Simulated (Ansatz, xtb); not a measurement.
**Isomers of C4H8O2 in order of energy**

8 gas-phase structures of C4H8O2, from a drawn sample of its isomers (lower ones may exist). Each was relaxed with GFN2-xTB; where two conformers were screened, the lower at r2SCAN-D4/def2-SVP is listed:

A. `CO[C@@H]1O[C@@H]1C`, a singlet
B. `CCO[C@@H]1CO1`, a singlet
C. `C[C@@H](O)[C@H]1CO1`, a singlet
D. `CO[C@@H]1CCO1`, a singlet
E. `CC1OCCO1`, a singlet
F. `C1COCOC1`, a singlet
G. `CCCC(=O)O`, a singlet
H. `CC(C)C(=O)O`, a singlet

Make a reasoned guess at their ranking by r2SCAN-D4/def2-SVP single-point energy.

Calculated order at r2SCAN-D4/def2-SVP: H (0.0), G (1.9), F (131.0), E (132.6), C (211.4), D (215.0), A (216.4), B (227.4) kJ/mol. Less than 1 kcal/mol parts H and G; F and E; C and D; D and A, so the order within those pairs means little.

Energies above the lowest of each column, in kJ/mol; the last columns are at B3LYP/def2-SVP geometries and were run for some of them only (a dash: not run or not comparable):

```
structure  GFN2-xTB  HF/STO-3G  r2SCAN-D4/def2-SVP  B3LYP/def2-SVP  CCSD(T)/def2-SVP + ΔMP2/def2-TZVPP
        H       0.0       76.1                 0.0             0.4                                 0.0
        G       2.9       74.0                 1.9             0.0                                 3.9
        F      34.8        9.8               131.0           131.7                               128.2
        E      36.6        0.0               132.6           127.6                               123.3
        C     124.8      194.4               211.4               –                                   –
        D     112.7      100.0               215.0               –                                   –
        A     111.4      160.6               216.4               –                                   –
        B     118.2      171.6               227.4               –                                   –
```

CCSD(T)/def2-SVP + ΔMP2/def2-TZVPP puts H lowest of those it was run on, with G within 1 kcal/mol; HF/STO-3G picks E. CCSD(T)/def2-SVP + ΔMP2/def2-TZVPP orders those it was run on as H (0.0), G (3.9), E (123.3), F (128.2) kJ/mol. Less than 1 kcal/mol parts H and G, so the order within that pair means little. Some further structures that were screened fall inside this span and aren't listed. Flexible structures stand in one conformer each, not always the lowest. Frequencies (GFN2-xTB) were run for E, F, G, H alone. The ΔMP2 step shifts differences by up to 17.4 kJ/mol, which makes them less sure. ΔMP2 is the change of the MP2 energy from the smaller to the larger basis.

Over these structures GFN2-xTB departs from r2SCAN-D4/def2-SVP by 37.4 kJ/mol on average once a common shift is removed. A GFN2-xTB relaxation took about 0.058 s and the r2SCAN-D4/def2-SVP energy about 1.5 s on a shared host (Ansatz 0.2.0, xtb 6.7.1).
